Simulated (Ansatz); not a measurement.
# CHNS: the cost of one run

Program: Ansatz 0.2.0. Level of theory: the levels named in each step. These are calculated values, not measurements.

## 1. The structure to begin with

Bond lengths: N1–C2 1.196 Å, C2–S3 1.550 Å, N1–H4 0.996 Å. Angles: N1–C2–S3 169.6°, C2–N1–H4 137.3°.

Coordinates:

```xyz
4

N    -1.6631   -0.2446    0.3287
C    -0.5044    0.0020    0.1613
S     0.9915    0.1022   -0.2311
H    -2.4201    0.1237    0.8612
```

## 2. A rough first relaxation, PBE-D4/def2-SVP

This run stands in another session on the same molecule. It ended at:

```xyz
4

N    -1.6952   -0.2797    0.3110
C    -0.5148   -0.0402    0.1302
S     1.0185    0.1374   -0.2112
H    -2.4046    0.1659    0.8901
```

## 3. Relaxation, PBE0-D4/def2-TZVPP

This run stands in another session on the same molecule. It ended at:

```xyz
4

N    -1.6852   -0.2770    0.3100
C    -0.5241   -0.0451    0.1293
S     0.9925    0.1390   -0.2017
H    -2.3793    0.1665    0.8826
```

## 4. Frequencies, PBE0-D4/def2-TZVPP

input.yaml reads:

```yaml
crystal:
  periodic: [false, false, false]
  atoms:
    - { symbol: "N", position_ang: [-1.68519215, -0.27702202, 0.30999267] }
    - { symbol: C, position_ang: [-0.5241071, -0.04507993, 0.12925154] }
    - { symbol: S, position_ang: [0.992523, 0.13898103, -0.20171811] }
    - { symbol: H, position_ang: [-2.37930375, 0.1664809, 0.88258389] }
basis:
  gaussian: { orbitals: def2-TZVPP }
hamiltonian:
  xc: pbe0
  dispersion: d4
phonons: {}
```

Launch:

```sh
ansatz run input.yaml --threads 4 --pin off --max-ram 10240MiB --backend cpu --events-out ev --progress --plain --runs-dir out
```

Q: Estimate wall time and peak memory on 4 threads of Arm Neoverse N1, shared host.

About 14 s, with a peak of 0.18 GiB.
